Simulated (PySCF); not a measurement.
NO+, NO (charge +1).
SMILES: `N#[O+]`

The closed-shell ground state was solved at several levels (PySCF, density fitting, gas phase, non-relativistic). Isolated species at its PBE0-D3(BJ)/def2-TZVP geometry, gas phase.

| level | basis functions | total energy (Eh) | HOMO (eV) | LUMO (eV) | gap (eV) |
| --- | --- | --- | --- | --- | --- |
| B97-2/pcSseg-2 | 72 | -129.5500 | -25.01 | -13.09 | 11.92 |
| PBE0/pcSseg-2 | 72 | -129.4537 | -25.32 | -12.90 | 12.42 |
| wB97X-D/pcSseg-2 | 72 | -129.5517 | -27.36 | -10.89 | 16.47 |
| CAM-B3LYP/aug-cc-pVTZ | 92 | -129.5431 | -26.99 | -11.59 | 15.40 |
| KT3/pcSseg-2 | 72 | -131.3580 | -23.56 | -14.39 | 9.17 |
| wB97X-D/aug-cc-pVTZ | 92 | -129.5495 | -27.34 | -10.86 | 16.48 |

(1) What might PBE0/aug-cc-pVTZ (92 basis functions) give for the same quantities?

(2) In the pcSseg-2 basis, how does the gap go with the fixed share of exact exchange?

## Answers

(1) Total energy -129.4511 Eh, HOMO -25.33 eV, LUMO -12.90 eV, gap 12.43 eV.

(2) KT3 (0 %) 9.17 eV; B97-2 (21 %) 11.92 eV; PBE0 (25 %) 12.42 eV. Each rise in the share widens the gap here.

The pairwise dispersion term of wB97X-D wasn't added to the energies; at a given geometry it leaves orbitals and properties as they are.
